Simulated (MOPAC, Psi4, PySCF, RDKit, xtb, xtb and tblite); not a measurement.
Two geometries of SMILES C#CCCC#C (C₆H₆), relaxed at GFN2-xTB with one dihedral held; other torsions can differ between them too.

Structure A

```
12

C      2.1012     1.2913     0.4131
C      1.4327     0.3105     0.5624
C      0.5864    -0.8538     0.7225
C     -0.5724    -0.8461    -0.2934
C     -0.1338    -1.3089    -1.5937
C      0.2585    -1.7100    -2.6503
H      2.6999     2.1435     0.2910
H      1.1843    -1.7606     0.5976
H      0.1770    -0.8469     1.7379
H     -0.9812     0.1639    -0.3834
H     -1.3675    -1.5105     0.0602
H      0.5883    -2.0554    -3.5839
```

Structure B

```
12

C      2.1312     1.2822     0.4584
C      1.4347     0.3176     0.5803
C      0.5752    -0.8393     0.7295
C     -0.5668    -0.8461    -0.3062
C     -0.1168    -0.4063    -1.6114
C      0.2660    -0.0546    -2.6886
H      2.7530     2.1189     0.3449
H      1.1912    -1.7348     0.5955
H      0.1569    -0.8593     1.7395
H     -1.3587    -0.1650     0.0231
H     -0.9896    -1.8516    -0.3822
H      0.5944     0.2673    -3.6309
```

Q: Which is lower in energy at the level Psi4 with DF-MP2 (frozen core)/cc-pVTZ // GFN2-xTB, and by how much?

A: A is lower, by 0.88 kcal/mol (dihedral C2–C3–C4–C5: 80° in A, 40° in B).

E(B) − E(A) in kcal/mol at the other levels, on the same two geometries: GFN2-xTB (xtb and tblite) 0.73; MMFF94 // GFN2-xTB (RDKit) 3.11; PBE0/def2-TZVP // GFN2-xTB (Psi4) 1.44; PBE0-D3(BJ)/def2-TZVP // GFN2-xTB (Psi4) 1.27; PBE/def2-TZVP // GFN2-xTB (Psi4) 1.43; PBE-D3(BJ)/def2-TZVP // GFN2-xTB (Psi4) 1.25; HF/cc-pVTZ // GFN2-xTB (Psi4) 2.07; UFF // GFN2-xTB (RDKit) 2.07; PM7, restricted, heats of formation // GFN2-xTB (MOPAC) 0.95; PM6, restricted, heats of formation // GFN2-xTB (MOPAC) 1.07; GFN1-xTB // GFN2-xTB (xtb) 0.44; restricted B3LYP/6-31G*, spherical d, density fitting // GFN2-xTB (PySCF) 1.46; restricted LDA (SVWN5)/6-31G*, spherical d, density fitting // GFN2-xTB (PySCF) 0.94; restricted B3LYP/LANL2DZ // GFN2-xTB (PySCF) 1.48; restricted B3LYP/3-21G // GFN2-xTB (PySCF) 1.52.
